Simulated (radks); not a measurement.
# C⁴⁺ in 1s1.75 2p0.25: an all-electron calculation

What are the levels of the carbon ion C4+, how large are its shells, and how does its energy divide?

Method: non-relativistic Kohn-Sham, PBE, spin-polarised, spherical densities, point nucleus; open shells are filled with parallel spins first. Code: radks (a radial shooting solver on a logarithmic mesh, Libxc functionals) version 1.

### Step 1. The system

| Quantity | Value |
| --- | --- |
| element | carbon (Z = 6) |
| charge | +4 |
| electrons | 2 |
| configuration | 1s1.75 2p0.25 |

### Step 2. Self-consistent calculation

The run's settings:

```text
Z 6
configuration 1s1.75 2p0.25 2s0 3p0 3d0
relativity non-relativistic
functional pbe,pbe
spin polarised
nucleus point
```

Q: Predict the outcome of this run.

**Answer**, as computed:

```
                        quantity                   value
                    total energy       -29.62198 hartree
exchange-correlation share of it                 10.48 %
                            −T/E                  0.9987
          highest occupied level       2p up, -68.452 eV
    most extended occupied level  2p up, <r> = 1.06 bohr
 radius at density 0.001 e/bohr³               1.88 bohr
    maxima of the radial density                       1
```

**Reading.** The radial density shows 1 maxima for 2 occupied principal shells; where shells overlap, one shows as a shoulder or not at all. The ratio −T/E is 0.9987; for a non-relativistic Coulomb system it is 1 up to the kinetic part of correlation. This is not the tabulated ground configuration, so its levels and sizes aren't those of the ground state, and no measured value stands beside it.
